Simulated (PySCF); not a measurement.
**Highest orbital energy against ionisation energy along group 13**

Calculated with PySCF 2.14, no spin-orbit coupling. Each cell gives −ε(HOMO) / ΔSCF in eV; NIST values include spin-orbit coupling, (s) semi-empirical, (t) theoretical.

```tsv
species	UHF	LDA	PBE	PBE0	r2SCAN	NIST (lowest levels)
B (aug-cc-pVTZ with one added diffuse shell each of s, p, d, f type, non-relativistic)	8.666 / 8.036	4.113 / 8.641	4.172 / 8.670	5.374 / 8.644	4.587 / 8.765	8.298
Al (aug-cc-pV(T+d)Z with one added diffuse shell each of s, p, d, f type, non-relativistic)	5.932 / 5.599	3.018 / 6.029	3.095 / 6.071	3.907 / 6.089	3.349 / 6.164	5.986
Ga (aug-cc-pVTZ-PP with one added diffuse shell each of s, d, f type with ECP10MDF, ECP)	5.822 / 5.533	2.907 / 5.995	2.915 / 5.917	3.742 / 5.950	3.167 / 6.078	5.999
In (aug-cc-pVTZ-PP with one added diffuse shell each of d, f type with ECP28MDF, ECP)	5.475 / 5.214	2.847 / 5.710	2.815 / 5.583	3.585 / 5.615	3.043 / 5.706	5.786
Tl (aug-cc-pVTZ-PP with one added diffuse shell each of d, f type with ECP60MDF, ECP)	5.234 / 5.007	2.754 / 5.581	2.686 / 5.422	3.427 / 5.438	2.898 / 5.499	6.108
```

How far is −ε(HOMO) from ΔSCF on average for each method, and why?

UHF 0.35 eV; LDA -3.26 eV; PBE -3.20 eV; PBE0 -2.34 eV; r2SCAN -3.03 eV. Hartree-Fock orbital energies lack relaxation and so exceed the ΔSCF value; semilocal functionals have convex E(N) from self-interaction, so their HOMO lies far too high; exact exchange moves hybrids part of the way back.
